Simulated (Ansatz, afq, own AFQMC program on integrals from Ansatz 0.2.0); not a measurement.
## HCl + N, quartet in cc-pVTZ along one coordinate

```xyz
3

Cl    0.0000    0.0000   -1.3043
H     0.0000    0.0000   -0.0255
N     0.0000    0.0000    1.3297
```

A hydrogen atom is moved from one rigid fragment to the other; the Cl1–H2 distance tells how far. The two fragments are held close together, so this isn't a minimum-energy path and the start is a compressed complex. Energies in mEh count from this geometry (1.279 Å) at the same level; the start stands on UHF, each point on the determinant named.

Basis cc-pVTZ. Noble-gas cores (and the filled d shells of Ga–Kr and In–Xe) are frozen. AFQMC by an in-house program on the Cholesky factors that Ansatz 0.2.0 writes for its CCSD(T) run. The CISD trial takes its coefficients from CCSD amplitudes. Released means that phaseless walkers are propagated on without the constraint, phases kept. Error bars are statistical, one sigma.

Cautions, each for one point or more: lower spins were not checked.

```json
{"r(Cl1–H2) / Å": "1.369", "det.": "UHF", "T1": "0.015", "weight": "0.88", "⟨S²⟩": "3.78", "HF": "7.3", "r2SCAN": "-1.1", "CCSD(T)": "3.2"}
{"r(Cl1–H2) / Å": "1.414", "det.": "UHF", "T1": "0.016", "weight": "0.88", "⟨S²⟩": "3.78", "HF": "12.1", "r2SCAN": "-0.3", "CCSD(T)": "5.9"}
{"r(Cl1–H2) / Å": "1.459", "det.": "UHF", "T1": "0.016", "weight": "0.88", "⟨S²⟩": "3.79", "HF": "17.0", "r2SCAN": "1.1", "CCSD(T)": "8.8"}
{"r(Cl1–H2) / Å": "1.504", "det.": "UHF", "T1": "0.016", "weight": "0.88", "⟨S²⟩": "3.80", "HF": "21.3", "r2SCAN": "3.0", "CCSD(T)": "11.8"}
{"r(Cl1–H2) / Å": "1.594", "det.": "UHF", "T1": "0.019", "weight": "0.87", "⟨S²⟩": "3.79", "HF": "27.0", "r2SCAN": "9.6", "CCSD(T)": "18.8"}
```

Task: Estimate the curve of CCSDT(Q), counted from the same start.

Result: 
```
r(Cl1–H2) / Å  det.     T1  weight  ⟨S²⟩  CCSDT(Q)  ph-AFQMC/CISD  released AFQMC
        1.369   UHF  0.015    0.88  3.78       3.0      2.6 ± 0.2               –
        1.414   UHF  0.016    0.88  3.78       5.6      5.6 ± 0.2               –
        1.459   UHF  0.016    0.88  3.79       8.5      8.4 ± 0.2       8.7 ± 0.4
        1.504   UHF  0.016    0.88  3.80      11.4     11.4 ± 0.2               –
        1.594   UHF  0.019    0.87  3.79      18.3     18.6 ± 0.2      18.7 ± 0.4
```

Weight is that of the determinant in the CISD state; at the start T1 is 0.012 and the weight 0.88, and ⟨S²⟩ is 3.77. A dash marks a missing value, a released energy that hasn't settled or a functional that sits on another state. Largest departures from CCSDT(Q), at the points where its series has closed: CCSD(T) 0.4 mEh at 1.594 (on UHF), ph-AFQMC/CISD -0.4 mEh at 1.369 (on UHF) (within the noise), released AFQMC 0.3 mEh at 1.594 (on UHF) (within the noise), HF 9.9 mEh at 1.504 (on UHF), r2SCAN -8.8 mEh at 1.594. Functionals count only at points shown to share the start's state and spin.

A walk keeps the symmetry of its determinant, which the program's search chose and which needn't be the lowest solution, so a lower state of the same spin and another symmetry isn't excluded. Released energies are given only where the last usable release times agree within the noise; a slower fall can still hide under it.
